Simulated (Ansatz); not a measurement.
## Relaxing Zn₃PAu

Level of theory: DFT PBE, scalar-relativistic, plane waves, PAW (Ansatz). Cutoff 420 eV, Γ-centred k mesh, Gaussian smearing, no spin polarisation in the final step.

Zn₃PAu was placed on the cubic perovskite structure type (Pm-3m, No. 221), with P in place of Sr, Au in place of Ti, Zn in place of O, at a guessed volume.

```yaml
crystal:
  lattice:
    - [4.19479, 0.00000, 0.00000]
    - [0.00000, 4.19479, 0.00000]
    - [0.00000, 0.00000, 4.19479]
  atoms:
    - { symbol: Zn, position: [0.00000, 0.50000, 0.50000] }
    - { symbol: Zn, position: [0.50000, 0.00000, 0.50000] }
    - { symbol: Zn, position: [0.50000, 0.50000, 0.00000] }
    - { symbol: P, position: [0.00000, 0.00000, 0.00000] }
    - { symbol: Au, position: [0.50000, 0.50000, 0.50000] }
```

Steps on the 4×4×4 mesh (5 atoms). 9 of 9 steps are shown, and the free energy counts from the last. Trial steps that were taken back and renewals of the plane-wave basis can be among the rows.

```
step  ΔF (meV/atom) V (Å³/atom) P (GPa)
   1         1181.3        14.76    71.47
   2          463.3        17.03    34.28
   3          120.4        19.52    12.39
   4           41.1        21.27     2.85
   5           36.1        21.99    -0.33
   6            4.7        21.99     2.11
   7            0.7        22.48     0.67
   8            0.3        22.71     0.06
   9            0.0        22.71     0.05
```

A final relaxation ran on a 8×8×8 mesh. The relaxed crystal, Pm-3m (No. 221):

```
Zn P Au
1.0
     4.84273    0.00000    0.00000
     0.00000    4.84273    0.00000
     0.00000    0.00000    4.84273
Zn P Au
3 1 1
Direct
  0.00000 0.50000 0.50000
  0.50000 0.00000 0.50000
  0.50000 0.50000 0.00000
  0.00000 0.00000 0.00000
  0.50000 0.50000 0.50000
```

For Zn₃PAu, the volume per atom is 22.71 Å³. The density is 6.20 g/cm³, the energy over the elements is 0.53 eV/atom and the gap on the 8×8×8 mesh is 0 eV (a metal).

The zero of energy is the elements' standard structures at the same level; no fitted shifts are applied.

The final run used a 8×8×8 mesh on its 5-atom cell and 0.10 eV smearing. For metals, differences of a few meV/atom aren't resolved. Spin–orbit coupling is left out.

Symmetry constrained the relaxation, so the result can be a saddle point.

Cost: 3 runs of about 0.84 core-minutes in all, on Arm Neoverse V1 (shared hosts).